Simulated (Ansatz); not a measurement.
Input file:

```yaml
crystal:
  periodic: [false, false, false]
  atoms:
    - {symbol: Fe, position_ang: [0.000000, 0.000000, 2.268399]}
    - {symbol: N, position_ang: [0.000000, 0.000000, -0.624601]}
    - {symbol: H, position_ang: [0.000000, 0.000000, -1.643799]}
basis:
  gaussian: {orbitals: def2-SVP}
magnetization: {spin_polarized: true, initial_magnetization: 0}
hamiltonian: {xc: {name: PBE}}
correlation: {method: rpa, electrons: outside_noble_gas}
```

```sh
$ ansatz run in.yaml --threads 1 --pin off --events-out ev --progress --plain --max-ram 2393MiB
```

Log:

```
530 factors; integrals over basis functions are off by at most 8.6e-4 eV
mean field evaluation 1: about -35846.0312 eV, gradient 6.3e1 eV
mean field evaluation 2: about -35846.0297 eV, gradient 6.3e1 eV
mean field evaluation 4: about -35785.6249 eV, gradient 8.3e1 eV
mean field evaluation 8: about -35868.0402 eV, gradient 3.8e0 eV
mean field evaluation 16: about -35869.2673 eV, gradient 9.0e-2 eV
mean field evaluation 32: about -35872.7661 eV, gradient 1.7e-2 eV
mean field evaluation 64: about -35851.9752 eV, gradient 6.7e1 eV
mean field evaluation 96: about -35647.1267 eV, gradient 1.5e2 eV
mean field evaluation 128: about -35868.5584 eV, gradient 2.5e0 eV
mean field evaluation 160: about -35870.9422 eV, gradient 6.1e0 eV
mean field evaluation 192: about -35871.8941 eV, gradient 1.7e-1 eV
mean field evaluation 224: about -35871.5982 eV, gradient 1.4e-5 eV
mean field evaluation 256: about -35872.7644 eV, gradient 1.0e-1 eV
mean field evaluation 288: about -35872.7666 eV, gradient 9.3e-2 eV
mean field evaluation 320: about -35872.7670 eV, gradient 6.6e-2 eV
mean field evaluation 352: about -35872.0886 eV, gradient 3.2e-1 eV
mean field evaluation 384: about -35872.7594 eV, gradient 9.6e-1 eV
mean field evaluation 416: about -35871.6759 eV, gradient 3.8e-3 eV
mean field evaluation 448: about -35871.6759 eV, gradient 9.4e-2 eV
mean field evaluation 480: about -35872.7654 eV, gradient 1.6e-1 eV
mean field evaluation 512: about -35872.6981 eV, gradient 2.9e0 eV
mean field evaluation 544: about -35872.6159 eV, gradient 5.1e0 eV
mean field evaluation 576: about -35872.5220 eV, gradient 4.6e-1 eV
mean field evaluation 608: about -35872.3507 eV, gradient 8.6e0 eV
mean field evaluation 640: about -35872.7484 eV, gradient 5.1e-2 eV
mean field evaluation 672: about -35756.0310 eV, gradient 1.6e2 eV
mean field evaluation 704: about -35835.3529 eV, gradient 7.2e1 eV
mean field evaluation 736: about -35872.7456 eV, gradient 1.1e0 eV
mean field evaluation 768: about -35872.7166 eV, gradient 8.6e-1 eV
mean field -35872.76711110 eV, -1318.2998758981 hartree, gradient 1.2e-9 eV, S^2 2.976741; 28 other end points of the search recorded, 0 dependent functions left out
10 core orbitals not correlated: weight in the atoms' cores, before any rotation towards them, 1.000 or more for the frozen orbitals, at most 0.000 for the correlated occupied ones
reference -35836.92025076 eV, -1316.9825280783 hartree; 7, 7 occupied and 33, 33 virtual orbitals, 530 factors
Total energy: -35851.16401563 eV, -1317.5059767828 hartree
```

Ran on 1 thread of Intel Xeon 6975P-C, shared host: 43 s wall, 0.18 GiB peak host memory.
